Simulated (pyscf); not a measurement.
`[NH]=[Si]` [singlet] + `[NH3]` → `[NH]=[Si]` [singlet] + `[NH3]` (four-centre exchange; singlet surface; H–N, H–N broken, H–N, H–N formed). Single points on ωB97X-D3(BJ)/def2-SVP structures (PySCF, gas phase). MP2 and CC: frozen core, UHF for open shells. ΔMP2 is the change of the MP2 total energy from the triple- to the quadruple-zeta basis. Energies in kcal/mol from the separated reactants.

```csv
level,barrier,reaction energy
ωB97X-D3(BJ)/def2-TZVP,45.3,0.0
r²SCAN/def2-TZVP,40.7,0.0
PBE0-D3(BJ)/def2-TZVP,40.7,0.0
ωB97M-D3(BJ)/def2-TZVP,44.4,0.0
HF/def2-TZVP,…,0.0
CCSD(T)/def2-TZVPP,44.2,0.0
CCSD(T)/def2-TZVPP + ΔMP2(QZVPP),…,0.0
```

**Question.** Fill in the missing entries.

**Answer.** 
- HF/def2-TZVP, barrier: 57.2
- CCSD(T)/def2-TZVPP + ΔMP2(QZVPP), barrier: 43.8

On the reactant side the descent ends in a complex, 5.0 kcal/mol under the separated species and 50.3 kcal/mol under the saddle at ωB97X-D3(BJ)/def2-TZVP. On the product side the descent ends in a complex, 5.0 kcal/mol under the separated species and 50.3 kcal/mol under the saddle at ωB97X-D3(BJ)/def2-TZVP. The reactants may also form a dative adduct at HN=Si: [singlet]; it and routes through it were not searched. The products may also form a dative adduct at HN=Si: [singlet]; it and routes through it were not searched. The same reactants have a lower exit, to H₂N–Si:–NH₂ [singlet] (barrier +6.6 kcal/mol at ωB97M-D3(BJ), against +44.4 kcal/mol here). This is the saddle that the search found; another between the same sides may lie lower. The CCSD(T) − MP2 part came from Ansatz, without density fitting, on the same reference.
